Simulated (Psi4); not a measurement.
**BCl2 (SMILES Cl[B]Cl): U-wB97X/def2-TZVP**

Aim: the energy change on altering one bond length of BCl2 at U-wB97X/def2-TZVP, from 2 runs. The job is set up through a Python script.

Program for the calculation: Psi4 1.11.

2 further runs of the same task are left out: 2 set aside as unsound or not needed.

## (1) The system as given

BCl2: 3 atoms, total charge 0, spin state doublet. As SMILES, `Cl[B]Cl`. The coordinates come from a PBE0-D4/def2-TZVP relaxation.

Bond lengths: Cl1–B2 1.720 Å, B2–Cl3 1.720 Å. Angles: Cl1–B2–Cl3 125.4°.

## (2) Energy and forces at U-wB97X/def2-TZVP

job.py reads:

```python
import psi4

psi4.set_memory(1600000000)
psi4.set_num_threads(1)
psi4.core.set_output_file('psi4.out', False)

m = psi4.geometry("""
0 2
Cl     0.70203326    -2.88296618     0.05669178
B     -0.87664395    -0.09505322    -0.48547064
Cl     0.15401268     2.85556515     0.40383447
units bohr
symmetry c1
""")

options = {'basis': 'def2-TZVP', 'reference': 'uks', 'puream': True, 'e_convergence': 1e-09, 'd_convergence': 1e-08, 'scf_type': 'pk', 'dft_radial_points': 99, 'dft_spherical_points': 590, 'maxiter': 100}
psi4.set_options(options)

E, wfn = psi4.gradient("wb97x", return_wfn=True)
psi4.oeprop(wfn, "MAYER_INDICES", "QUADRUPOLE", "DIPOLE")
print('gradient / Eh bohr^-1')
print(E.np.round(6))
print(f'energy = {wfn.energy():.10f} Eh')
for k, v in sorted(psi4.core.scalar_variables().items()):
    print(f'{k:45s} {v:18.10f}')
```

Launch:

```sh
$ python job.py
```

psi4.out:

```text
[...]
  Running in c1 symmetry.
[...]
  Nuclear repulsion =  102.359078380213518
[...]
  Multiplicity = 2
[...]
  Nalpha       = 20
  Nbeta        = 19
[...]
    Number of basis functions: 105
[...]
   @UKS iter   1:  -945.25103431404034   -2.56010e-01   3.05223e-03 ADIIS/DIIS
[...]
   @UKS iter  12:  -945.27320923216075   -8.64020e-12   4.81641e-09 DIIS
[...]
   @S^2 Observed:                7.532108599E-01
[...]
    Orbital Energies [Eh]
    ---------------------
    Alpha Occupied:
       1A   -101.523803     2A   -101.523795     3A     -9.575071
       4A     -9.575061     5A     -7.333648     6A     -7.333639
       7A     -7.328631     8A     -7.328622     9A     -7.327365
      10A     -7.327354    11A     -6.960960    12A     -1.016117
      13A     -0.982322    14A     -0.638700    15A     -0.557681
      16A     -0.514705    17A     -0.505882    18A     -0.454375
      19A     -0.446508    20A     -0.319324
    Alpha Virtual:
      21A      0.013771    22A      0.131974    23A      0.154523
      24A      0.167433    25A      0.196372    26A      0.197590
[...]
  @UKS Final Energy:  -945.27320923216075
   => Energetics <=
    Nuclear Repulsion Energy =            102.3590783802135178
    One-Electron Energy =               -1507.2030846919947180
    Two-Electron Energy =                 505.5747120886574066
    DFT Exchange-Correlation Energy =     -46.0039150090369517
    Empirical Dispersion Energy =           0.0000000000000000
    VV10 Nonlocal Energy =                  0.0000000000000000
    Total Energy =                       -945.2732092321607524
[...]
  -Total Gradient:
     Atom            X                  Y                   Z
    ------   -----------------  -----------------  -----------------
       1       -0.000871696828     0.001583225172     0.000000000000
       2        0.001531873940     0.000064210152    -0.000000000000
       3       -0.000683953612    -0.001648700333     0.000000000000
[...]
 Multipole Moments:
 ------------------------------------------------------------------------------------
     Multipole            Electronic (a.u.)      Nuclear  (a.u.)        Total (a.u.)
 ------------------------------------------------------------------------------------
 L = 1.  Multiply by 2.5417464519 to convert [e a0] to [Debye]
 Dipole X            :         -0.3466857            0.4527417            0.1060560
 Dipole Y            :         -0.0191574            0.0248715            0.0057140
 Dipole Z            :         -0.0000000           -0.0000000           -0.0000000
 Magnitude           :                                                    0.1062098
 L = 2.  Multiply by 1.3450342976 to convert [e a0^2] to [Debye ang]
 Quadrupole XX       :        -34.1532650           10.5094189          -23.6438461
 Quadrupole XY       :         14.9215577          -14.9855524           -0.0639948
[...]
```

On the terminal:

```text
gradient / Eh bohr^-1
[[-8.720e-04  1.583e-03  0.000e+00]
 [ 1.532e-03  6.400e-05 -0.000e+00]
 [-6.840e-04 -1.649e-03  0.000e+00]]
energy = -945.2732092322 Eh
CURRENT ENERGY                                   -945.2732092322
CURRENT REFERENCE ENERGY                         -945.2732092322
DD SOLVATION ENERGY                                 0.0000000000
DFT FUNCTIONAL TOTAL ENERGY                      -945.2732092322
DFT TOTAL ENERGY                                 -945.2732092322
DFT VV10 ENERGY                                     0.0000000000
DFT XC ENERGY                                     -46.0039150090
GRID ELECTRONS ALPHA                               19.9999999502
GRID ELECTRONS BETA                                18.9999999573
GRID ELECTRONS TOTAL                               38.9999999074
NUCLEAR REPULSION ENERGY                          102.3590783802
ONE-ELECTRON ENERGY                             -1507.2030846920
PCM POLARIZATION ENERGY                             0.0000000000
PE ENERGY                                           0.0000000000
SCF ITERATION ENERGY                             -945.2732092322
SCF ITERATIONS                                     12.0000000000
SCF TOTAL ENERGY                                 -945.2732092322
TWO-ELECTRON ENERGY                               505.5747120887
XC GRID RADIAL POINTS                              99.0000000000
XC GRID SPHERICAL POINTS                          590.0000000000
XC GRID TOTAL POINTS                           166078.0000000000
```

Run time: 39 s. Hardware: 1 thread of Intel Xeon Platinum 8259CL at 2.50GHz (Skylake/Cascade Lake), shared host; peak memory 0.77 GiB.

## (3) The distorted shape at the same level

job.py reads:

```python
import psi4

psi4.set_memory(1600000000)
psi4.set_num_threads(1)
psi4.set_output_file('psi4.out', False)

mol = psi4.geometry("""
0 2
Cl     0.098814    -2.306260    -0.205288
B     -0.736586    -0.830960    -0.492188
Cl     0.081500     1.511100     0.213700
units angstrom
symmetry c1
""")

options = {'reference': 'uks', 'puream': True, 'e_convergence': 1e-09, 'd_convergence': 1e-08, 'scf_type': 'pk', 'dft_radial_points': 99, 'dft_spherical_points': 590, 'maxiter': 100}
psi4.set_options(options)

e_tot, wfn = psi4.gradient("wb97x/def2-TZVP", return_wfn=True)
print('gradient / Eh bohr^-1')
print(e_tot.np.round(6))
print(f'energy = {wfn.energy():.10f} Eh')
```

Launch:

```sh
$ python job.py
```

psi4.out:

```text
[...]
  Running in c1 symmetry.
[...]
  Nuclear repulsion =   83.420253872908333
[...]
  Multiplicity = 2
[...]
  Nalpha       = 20
  Nbeta        = 19
[...]
    Number of basis functions: 105
[...]
   @UKS iter   1:  -945.08698735982796   -5.62988e-01   4.12314e-03 DIIS/ADIIS
[...]
   @UKS iter  18:  -945.18165376450645   -9.43601e-12   5.99540e-09 DIIS
[...]
   @S^2 Observed:                7.972963102E-01
[...]
    Orbital Energies [Eh]
    ---------------------
    Alpha Occupied:
       1A   -101.578613     2A   -101.471733     3A     -9.629206
       4A     -9.517633     5A     -7.387416     6A     -7.382587
       7A     -7.381981     8A     -7.282283     9A     -7.269491
      10A     -7.269354    11A     -7.037506    12A     -1.049131
      13A     -0.900001    14A     -0.661886    15A     -0.529670
      16A     -0.527095    17A     -0.482604    18A     -0.400670
      19A     -0.400596    20A     -0.383080
    Alpha Virtual:
      21A     -0.030854    22A      0.000851    23A      0.118574
      24A      0.137905    25A      0.192682    26A      0.193161
[...]
  @UKS Final Energy:  -945.18165376450645
   => Energetics <=
    Nuclear Repulsion Energy =             83.4202538729083329
    One-Electron Energy =               -1469.4013238749321317
    Two-Electron Energy =                 486.6831342603252324
    DFT Exchange-Correlation Energy =     -45.8837180228076562
    Empirical Dispersion Energy =           0.0000000000000000
    VV10 Nonlocal Energy =                  0.0000000000000000
    Total Energy =                       -945.1816537645063363
[...]
 Multipole Moments:
 ------------------------------------------------------------------------------------
     Multipole            Electronic (a.u.)      Nuclear  (a.u.)        Total (a.u.)
 ------------------------------------------------------------------------------------
 L = 1.  Multiply by 2.5417464519 to convert [e a0] to [Debye]
 Dipole X            :         -0.8318406            0.5538828           -0.2779577
 Dipole Y            :         -1.8892766            0.2503788           -1.6388978
 Dipole Z            :          0.0000000            0.0000000            0.0000000
 Magnitude           :                                                    1.6623015
[...]
  -Total Gradient:
     Atom            X                  Y                   Z
    ------   -----------------  -----------------  -----------------
       1        0.009778263967    -0.019765209107     0.000000000000
       2       -0.028377420315    -0.024263876359     0.000000000000
       3        0.018602399853     0.044070968682     0.000000000000
[...]
```

On the terminal:

```text
gradient / Eh bohr^-1
[[ 0.009778 -0.019765  0.      ]
 [-0.028377 -0.024264  0.      ]
 [ 0.018602  0.044071  0.      ]]
energy = -945.1816537645 Eh
```

Run time: 44 s. Hardware: 1 thread of Intel Xeon Platinum 8259CL at 2.50GHz (Skylake/Cascade Lake), shared host; peak memory 0.76 GiB.

## (4) Outcome

At U-wB97X/def2-TZVP:

| quantity | value |
| --- | --- |
| first shape: total energy | -945.27321 Eh |
| first shape: dipole moment | 0.27 D |
| first shape: HOMO energy (highest over α and β) | -8.69 eV |
| first shape: LUMO energy (lowest over α and β) | -0.53 eV |
| first shape: ⟨S²⟩ | 0.753 |
| first shape: largest force on an atom | 0.093 eV/Å |
| distorted shape: total energy | -945.18165 Eh |
| distorted shape: dipole moment | 4.23 D |
| distorted shape: HOMO energy (highest over α and β) | -10.42 eV |
| distorted shape: LUMO energy (lowest over α and β) | -2.51 eV |
| distorted shape: ⟨S²⟩ | 0.797 |
| distorted shape: largest force on an atom | 2.460 eV/Å |
| energy change with the B2–Cl3 bond stretched from 1.720 to 2.579 Å | 2.491 eV |

**Reading.** With the B2–Cl3 bond stretched from 1.720 to 2.579 Å the energy rises by 2.49 eV (240 kJ/mol). The first shape isn't relaxed at this level, so the change isn't measured from a minimum.
